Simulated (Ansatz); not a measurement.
A made-up structure of Si$_{2}$H$_{7}$S (charge +1), closed shell:

```
atom    x (Å)    y (Å)    z (Å)
 Si1  -1.3933   0.9726  -0.5459
  S2  -0.4418  -1.0659  -0.3776
 Si3   1.3802  -0.6884   0.8979
  H4  -1.2047  -1.7844   0.4892
  H5  -0.2975   1.8917  -0.9063
  H6  -1.9156   1.1394   0.8225
  H7   0.1708  -1.0885  -1.5805
  H8   2.0335   0.4973   0.3125
  H9   0.7476  -0.4614   2.2099
 H10   2.1235  -1.9530   0.7598
```

It is relaxed with PBE-D4/def2-SVP and then PBE0-D4/def2-TZVP (Ansatz 0.2.0). Atoms count as bonded within 1.22 times the sum of their covalent radii (H–H: 0.88 Å). The end point is not checked to be a true minimum.

Q: Does its bonding change? (A judgement: the text doesn't fix the answer.)

A: Computed: No: no bond forms or breaks.

Where it ends: The first stage lowers the energy by 1.77 eV in 9 steps. It ends as Si₂H₇S ([SiH2][SH2][SiH3]), total charge +1:
```
atom    x (Å)    y (Å)    z (Å)
 Si1  -1.8417   1.1595  -0.6546
  S2  -0.4070  -0.7262  -0.3535
 Si3   1.4630  -0.6844   0.9899
  H4  -1.0296  -1.8515   0.0740
  H5  -0.4414   1.7607  -0.8053
  H6  -1.6568   1.0759   0.8647
  H7   0.0807  -1.2888  -1.4868
  H8   2.1980   0.3929   0.3052
  H9   0.8086  -0.3355   2.2624
 H10   2.0291  -2.0432   0.8857
```

Labels in which every atom is bracketed show which atoms are joined, not bond orders.

For scale, one of the runs: PBE0-D4/def2-TZVP relaxation, 153 basis functions, launched by `ansatz run in.yaml --threads 2 --pin off --events-out ev --progress --plain --max-ram 4352MiB`. Hardware: 2 CPU threads of an Arm Neoverse V2, shared host. Wall time about 38 s.
